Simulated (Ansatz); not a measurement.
Species: C₃H₇, charge 0, doublet. C3H7 (SMILES [CH](C)C, doublet).
B3LYP-D3(BJ)/def2-TZVP minimum from Ansatz (an electronic-structure program):
```
C
H 1 1.0826
C 1 1.4853 2 119.07
H 3 1.0908 1 112.14 2 22.05
H 3 1.0961 4 108.14 1 -123.29
H 3 1.1017 4 107.08 5 -113.68
C 1 1.4853 2 119.07 3 -167.94
H 7 1.0908 1 112.14 2 -22.05
H 7 1.0961 8 108.14 1 123.29
H 7 1.1017 8 107.08 9 113.68
```
Charge 0, spin multiplicity 2.

Total energies in cc-pVDZ, 19 correlated electrons, 3 frozen orbitals. Open shells are spin-unrestricted; no spin-orbit coupling. Cores are frozen in correlated methods. No relativity.

| method | program | energy (Eh) | minus CCSDT(Q) (mEh) |
|---|---|---|---|
| HF | Ansatz | -117.64512 | 474.11 |
| MP2 | Ansatz | -118.05561 | 63.62 |
| CCSD | Ansatz | -118.10556 | 13.67 |
| CCSD(T) | Ansatz | -118.11766 | 1.57 |
| CCSDT(Q) | Ansatz | -118.11923 | 0.00 |

Rough core times of Ansatz's runs on a shared machine: CCSD(T) under 20 s, CCSDT(Q) 10 min.
